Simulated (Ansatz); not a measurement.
# Cl–BH–Cl⁺, quartet in cc-pVDZ: errors against UCCSDT(Q)

Geometry: that of the Cl–BH–Cl, triplet, kept fixed. The doublet lies 5.7 eV lower here.

```yaml
atoms:
  - { symbol: Cl, position_ang: [0.0000, -0.0888, 1.6590] }
  - { symbol: B, position_ang: [0.0000, 0.4243, 0.0000] }
  - { symbol: Cl, position_ang: [0.0000, -0.0888, -1.6590] }
  - { symbol: H, position_ang: [0.0000, 1.6986, 0.0000] }
```

Basis cc-pVDZ; Ansatz 0.2.0. Correlated methods freeze the noble-gas cores, which leaves 17 electrons in 44 orbitals. Prefix R: restricted or restricted open-shell reference; prefix U: unrestricted. Active spaces: valence = (13e, 11o, short of the full valence) chosen from the atoms' valence shells.

Full CI isn't at hand for all of this; UCCSDT(Q) serves as the reference, and is uncertain by about the last step of the cluster series. The frozen core follows each run's orbitals, which can shift R against U totals by a few meV.

For open shells CISD is restricted-active-space CI with the open shells as a complete middle space.

The UHF ⟨S²⟩ is 3.776. The T1 diagnostic (RCCSD) is 0.0369. The largest doubles amplitude (RCCSD) is 0.048 and the T1 diagnostic (UCCSD) is 0.0311.

```csv
level,E − E(RHF) (eV)
UHF,-0.3139
RMP2,-8.8825
UMP2,-8.8420
RCCSD,-10.0801
UCCSD,-10.0896
RCCSD(T),-10.3708
UCCSD(T),-10.3718
```

(1) Estimate how far UCCSDT(Q) in cc-pVDZ lies from RCCSD(T). The table doesn't fix it; the size of (T) and the diagnostics are the guide.

(1) UCCSDT(Q) in cc-pVDZ lies 6.8 kJ/mol below RCCSD(T), which is 24 % of the (T) step (-28.1 kJ/mol). T1 is raised, but (T) still catches most of what CCSD lacks. The miss exceeds 1 kcal/mol.

The other levels:

| level | E − E(UCCSDT(Q)) (kJ/mol) | share of correlation (%) | wall time |
| --- | --- | --- | --- |
| CISD | 141.8 | 85.93 | 38 s |
| BCCD(T) | 6.0 | 99.40 | 14 s |
| RCCSDT | 2.5 | 99.75 | – |
| UCCSDT | 2.4 | 99.76 | – |
| RCCSDT(Q) | 0.2 | 99.98 | 4.3 min |
| CASSCF (valence space) | 844.3 | 16.19 | – |
| NEVPT2 (valence space) | 151.5 | 84.96 | 10 s |
| MRCISD (valence space) | 94.6 | 90.61 | – |
| MRCISD+Q (valence space) | 10.2 | 98.99 | 16 s |

The correlation energy at UCCSDT(Q), counted from RHF, is -10.441 eV. That run took 1.8 min on 1 thread of Arm Neoverse V2, shared host.

Times hold each run's SCF and search for its determinant on a shared host, so for small cases they say little of a method's own cost; they ran on 1 thread of Arm Neoverse V2.

Natural occupations of CASSCF (valence space) about the gap: 1.972 1.954 1.014 1.012 1.008 0.034 0.023 0.017; effectively unpaired electrons, Σ n²(2−n)², 3.02.
